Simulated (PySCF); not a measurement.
Species, as SMILES: [H][H] (H2).
Geometry (B3LYP-D3(BJ)/def2-TZVP, fixed):
```
H
H 1 0.7440
```

Basis-set convergence of the mean static polarisability at HF with PySCF. All functions are spherical. Density fitting with generated auxiliary sets. No added dispersion term, no relativity. Reference: the value in aug-cc-pV5Z, 5.25 bohr³, itself unsure by roughly 0.1 % (its mean distance from d-aug-cc-pVTZ, aug-pcseg-3, aug-cc-pVQZ). Deviations are taken from unrounded values.

| basis | functions |
|---|---|
| pcseg-1 | 10 |
| aug-pcseg-1 | 18 |
| pcseg-2 | 28 |
| aug-pcseg-2 | 46 |
| pcseg-3 | 66 |
| aug-pcseg-3 | 98 |
| pcseg-4 | 122 |

**Question.** Which is the smallest pcseg set listed that can be trusted to 1 % here, that is, within that of the reference together with its larger relatives (same family, alike in diffuse functions; a set with none to test it counts only in the reference's own line)?

**Answer.** Of the sets listed that have larger relatives (same family, alike in diffuse functions), none stays within 1 % of the reference together with them. Inside, with no larger relative to test it: aug-pcseg-3. Value minus reference over the reference: pcseg-1 -48.7, aug-pcseg-1 -6.9, pcseg-2 -29.2, aug-pcseg-2 -2.5, pcseg-3 -5.7, aug-pcseg-3 0.0, pcseg-4 -1.8 %.
